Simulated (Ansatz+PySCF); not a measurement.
Results of a calculation; reference values are marked as such.
**Several solutions for singlet ClF**

```xyz
2

Cl    0.0000    0.0000   -0.6144
F     0.0000    0.0000    1.1605
```

Basis set: def2-SVP (spherical functions). Charge 0, multiplicity 1.

UHF was run from several starts with Ansatz (development build ahead of 0.2.0) and PySCF 2.14.0.

```json
{"run": "A", "program": "PySCF", "start": "guess 1e, instabilities followed", "converged": "yes", "energy (hartree)": "-558.59520", "<S²>": "0.18"}
{"run": "B", "program": "Ansatz", "start": "stability test followed", "converged": "yes", "energy (hartree)": "-558.59520", "<S²>": "0.18"}
{"run": "C", "program": "PySCF", "start": "guess minao, instabilities followed", "converged": "yes", "energy (hartree)": "-558.59520", "<S²>": "0.18"}
{"run": "D", "program": "Ansatz", "start": "atomic start, no search", "converged": "yes", "energy (hartree)": "-558.59387", "<S²>": "0.00"}
{"run": "E", "program": "Ansatz", "start": "search for the lowest state", "converged": "yes", "energy (hartree)": "-558.59520", "<S²>": "0.18"}
{"run": "F", "program": "PySCF", "start": "guess huckel, instabilities followed", "converged": "yes", "energy (hartree)": "-558.59520", "<S²>": "0.18"}
{"run": "G", "program": "PySCF", "start": "program defaults", "converged": "yes", "energy (hartree)": "-558.59387", "<S²>": "0.00"}
{"run": "H", "program": "PySCF", "start": "guess atom, instabilities followed", "converged": "yes", "energy (hartree)": "-558.59520", "<S²>": "0.18"}
```

Q: Which runs reached the lowest solution of this kind, and what is wrong with the others?

A: A, B, C, E, F, H reached the lowest solution found. Converged but too high: D by 0.04 eV, G by 0.04 eV. Convergence only shows a stationary point, and even a stable one can lie too high; stability tests and further starts are what find lower ones. Caution: the unrestricted determinant is spin contaminated.
